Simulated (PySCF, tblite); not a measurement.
# C₂H₃N₂ radical: geometry, infrared bands and EPR parameters

Wanted: the infrared bands and EPR parameters of C₂H₃N₂ radical (`C=NC=[N]`), by calculation.

The runs use tblite 0.8.0 and PySCF 2.14.0, with density-fitted response routines of our own; the level of theory stands in each step. All values are computed, except where a source is named. Atoms count from 0, in the outputs and in this text.

### Step 1. The starting structure

7 atoms, charge 0, multiplicity 2; geometry from: force field or distance geometry start.

Bonds of the start (Å): C0–N1 1.29, N1–C2 1.40, C2–N3 1.29, C0–H4 1.07, C0–H5 1.08, C2–H6 1.10.

### Step 2. Geometry optimisation with GFN2-xTB

What the job is given:

```
{"job": {"kind": "relax", "xc": "GFN2-xTB", "basis": "xTB"}, "charge": 0, "multiplicity": 2}
C      1.132800     0.209600     0.283900
N      0.240100    -0.727300     0.321600
C     -1.082100    -0.364800     0.034000
N     -1.700500     0.475400     0.796100
H      2.140500    -0.065600     0.519800
H      0.891100     1.235300     0.033300
H     -1.618600    -0.757700    -0.844800
```

The run is started by

```console
OMP_NUM_THREADS=1 python probes_run.py task.json out
```

This one command runs all jobs of the session in turn.

What it wrote:

```text
step      E/eV     max force
  0    -312.90537    4.049
  1    -313.00646    4.014
  2    -313.12377    0.874
  3    -313.13995    0.525
  4    -313.16886    0.808
  5    -313.17961    0.589
  6    -313.18650    0.264
  7    -313.19129    0.305
  8    -313.19794    0.503
  9    -313.20574    0.510
 10    -313.21350    0.298
 11    -313.21931    0.221
 12    -313.22284    0.172
 13    -313.22504    0.156
 14    -313.22634    0.080
 15    -313.22688    0.075
 16    -313.22717    0.052
 17    -313.22745    0.061
 18    -313.22777    0.054
 19    -313.22808    0.058
 20    -313.22834    0.063
 21    -313.22865    0.066
 22    -313.22917    0.100
 23    -313.23007    0.125
 24    -313.23118    0.112
 25    -313.23196    0.080
 26    -313.23236    0.058
 27    -313.23266    0.051
 28    -313.23290    0.052
 29    -313.23305    0.035
 30    -313.23313    0.024
 31    -313.23316    0.024
 32    -313.23320    0.020
 33    -313.23325    0.024
 34    -313.23332    0.033
 35    -313.23338    0.034
 36    -313.23343    0.028
 37    -313.23345    0.013
 38    -313.23346    0.005
```

Wall time 0.08 s (1 thread of Arm Neoverse V2, shared host).

Step by step: (not every step is listed)

```
step  energy from step 0 (eV)  largest force (eV/Å)
   0                   0.0000                4.0490
   1                  -0.1011                4.0140
   2                  -0.2184                0.8742
   3                  -0.2346                0.5251
   4                  -0.2635                0.8082
   5                  -0.2742                0.5891
   6                  -0.2811                0.2637
   7                  -0.2859                0.3052
   8                  -0.2926                0.5029
  10                  -0.3081                0.2983
  12                  -0.3175                0.1720
  14                  -0.3210                0.0805
  16                  -0.3218                0.0521
  18                  -0.3224                0.0543
  20                  -0.3230                0.0633
  22                  -0.3238                0.0998
  24                  -0.3258                0.1121
  26                  -0.3270                0.0584
  28                  -0.3275                0.0516
  30                  -0.3278                0.0245
  32                  -0.3278                0.0205
  33                  -0.3279                0.0239
  34                  -0.3279                0.0325
  35                  -0.3280                0.0335
  36                  -0.3281                0.0279
  37                  -0.3281                0.0125
  38                  -0.3281                0.0054
```

Close pairs (by a distance rule), those that changed most:

```
 bond  before (Å)  after (Å)  change (Å)
C2–N3       1.292      1.226      -0.066
C0–N1       1.295      1.249      -0.046
N1–C2       1.401      1.383      -0.017
C0–H4       1.071      1.082      +0.011
C0–H5       1.083      1.091      +0.008
C2–H6       1.102      1.104      +0.002
```

The final coordinates are the input of the step that follows.

### Step 3. Harmonic vibrations with GFN2-xTB

What the job is given:

```
{"job": {"kind": "ir", "xc": "GFN2-xTB", "basis": "xTB"}, "charge": 0, "multiplicity": 2}
C      1.151900     0.219805     0.257428
N      0.189856    -0.574288     0.315406
C     -1.143463    -0.280133     0.092785
N     -1.919240     0.310530     0.835853
H      2.130851    -0.158668     0.520669
H      1.086220     1.264384    -0.049520
H     -1.492792    -0.776726    -0.828737
```

What it wrote:

```text
mode    cm-1     km/mol
  1     124.8     17.88
  2     343.7     22.18
  3     407.1      7.86
  4     667.4      2.38
  5     806.7      3.12
  6     946.9     16.65
  7     976.1     13.69
  8    1114.3     11.17
  9    1134.8      5.21
 10    1405.4      1.03
 11    1738.2      7.80
 12    1763.8     32.83
 13    2745.4      4.61
 14    2937.8     46.12
 15    3049.8      4.49
```

Wall time 0.06 s (1 thread of Arm Neoverse V2, shared host).

The strongest bands and the atoms that carry them (share of the mass-weighted mode):

```
cm⁻¹  km/mol                               atoms
 125    17.9  N3 31 %, C0 21 %, N1 16 %, H5 12 %
 344    22.2  N1 32 %, H6 26 %, C0 14 %, H5 11 %
 407     7.9  N3 26 %, C2 21 %, H4 20 %, H5 18 %
 947    16.6  C2 42 %, N1 22 %, C0 13 %, H4 11 %
 976    13.7           H5 35 %, H4 33 %, C0 23 %
1114    11.2  H5 32 %, H4 31 %, C0 19 %, N1 17 %
1764    32.8  C2 27 %, N3 26 %, C0 23 %, N1 22 %
2938    46.1                             H5 93 %
```

### Step 4. g tensor and hyperfine couplings: B3LYP/pcH-1

Same as in step 3 but for these lines:

```diff
@@ -1,2 +1,2 @@
-{"job": {"kind": "ir", "xc": "GFN2-xTB", "basis": "xTB"}, "charge": 0, "multiplicity": 2}
+{"job": {"kind": "epr", "basis": "pcH-1"}, "charge": 0, "multiplicity": 2}
 C      1.151900     0.219805     0.257428
```

With the program's defaults for keys left out, this is: UKS B3LYP, pcH-1 on C H N, non-relativistic, mean-field spin-orbit, GIAO.

What it wrote:

```text
UKS, coarse grid
  cycle   1  E = -187.38988829  |g| = 2.39e-01
  cycle   2  E = -187.33776736  |g| = 4.29e-01
  cycle   3  E = -187.42561284  |g| = 5.14e-02
  cycle   4  E = -187.42585027  |g| = 5.62e-02
  cycle   5  E = -187.42719139  |g| = 1.37e-02
  cycle   6  E = -187.42731405  |g| = 5.48e-03
  cycle   7  E = -187.42734819  |g| = 2.32e-03
  cycle   8  E = -187.42735727  |g| = 1.26e-03
  cycle   9  E = -187.42736066  |g| = 4.20e-04
UKS, final grid
  cycle   1  E = -187.42734851  |g| = 4.04e-04
  cycle   2  E = -187.42734847  |g| = 6.36e-04
  cycle   3  E = -187.42734866  |g| = 1.54e-04
  cycle   4  E = -187.42734868  |g| = 8.60e-05
  cycle   5  E = -187.42734869  |g| = 6.32e-05
  cycle   6  E = -187.42734870  |g| = 1.51e-05
internal stability: stable
E = -187.42734870 Eh   <S^2> = 0.7580 (exact 0.7500)
g shifts (ppm)      1          2          3
  rmc          -213       -213       -213
  gc             27         31         21
  oz_so         116        208       2329
  total         -70         27       2137
hyperfine (MHz)  atom isotope    a_iso     a_fc   dipolar eigenvalues
    0   13C     -10.99     -10.99     -3.30      0.34      2.97
    1   14N      19.48      19.48     -5.78     -2.98      8.76
    2   13C     -64.08     -64.08    -16.54     -1.18     17.72
    3   14N      21.96      21.96    -46.39    -36.75     83.14
    4    1H      15.50      15.50     -1.85     -0.55      2.40
    5    1H       5.14       5.14     -2.66     -1.94      4.60
    6    1H     218.34     218.34     -6.39     -2.55      8.94
```

Run time: 23 s. Hardware: 1 thread of Arm Neoverse V2, shared host; peak memory 0.42 GiB.

Principal g values 2.00225, 2.00235, 2.00446; g(iso) = 2.00302, against 2.00232 for a free electron.

Hyperfine couplings, nucleus by nucleus at this fixed geometry (no averaging over rotations):

```
nuclei  isotope  a(iso) (MHz)  a(iso) (G, at g = 2.0023)  largest dipolar term (MHz)
    H6       1H         218.3                       77.9                         8.9
    C2      13C         -64.1                      -22.9                        17.7
    N3      14N          22.0                        7.8                        83.1
    N1      14N          19.5                        7.0                         8.8
    H4       1H          15.5                        5.5                         2.4
    C0      13C         -11.0                       -3.9                        -3.3
    H5       1H           5.1                        1.8                         4.6
```

Mulliken spin populations:

```
atom  value (e)
  C0      -0.02
  N1       0.07
  C2      -0.13
  N3       0.96
  H4       0.01
  H5       0.01
  H6       0.11
```

In first order the couplings over 0.8 MHz of 1H, 14N give 72 distinct lines over 114.9 G.

Orbitals, density, ELF and potential are computed afterwards from the orbital file.

ELF in a plane through or near 3 of the atoms.

Ten even steps from '0' (0.00) to '9' (1.00):
```
0000000000000000000000000000
0000000000000000000000000000
0000000000000000001100000000
0000000000000000235553100000
0000000000000001467876400000
0000000001110002689998730000
0000000012221002578899841000
0000000123443101471379841000
0000012344566312473268731000
0000289987478655468865410000
0000599999478567537752100000
0000699999457548646531000000
0000499998247677435530000000
0000189972037996212320000000
0000036520037985101110000000
0000000000014762000000000000
0000000000002330000000000000
0000000000000000000000000000
0000000000000000000000000000
0000000000000000000000000000
```
The map spans 9.4 Å across and 7.0 Å up, centred on the molecule. Atoms in the plane (x, y in Å): N1 (-0.1, -0.5), N3 (1.8, 0.9), H4 (-2.1, -0.4).

On the surface of density 0.002 e/bohr³ the electrostatic potential runs, from the 1st to the 99th percentile, from -1.71 V near N3 to 1.36 V near H4.

The spin density lies nearest to N3 73 %; H6 9 %; C2 9 % (both signs); N1 6 %.

### Step 5. Results

| quantity | value |
| --- | --- |
| strongest single infrared mode (GFN2-xTB) | 2938 cm⁻¹, 46 km/mol |
| zero-point energy (GFN2-xTB) | 28.8 kcal/mol |
| g(iso) (B3LYP) | 2.00302 |
| ⟨S²⟩ | 0.758 (exact 0.75) |
| largest a(iso) | 1H on H6, 218.3 MHz |
| surface potential, 1st and 99th percentile | -1.71 V and 1.36 V |

**Reading.** The optimisation took 38 steps and gained 0.328 eV; among the close pairs (by a distance rule), C2–N3 changed most, from 1.292 to 1.226 Å. No mode is imaginary among the 15: a minimum at this level. The strongest single mode, at 2938 cm⁻¹, moves mainly H5. Unscaled tight-binding wavenumbers are off by several per cent, some by more. Its intensities can rank the bands wrongly. N3 carries the largest spin population, 0.96 e. The isotropic g lies 0.7 ppt above the free-electron value.
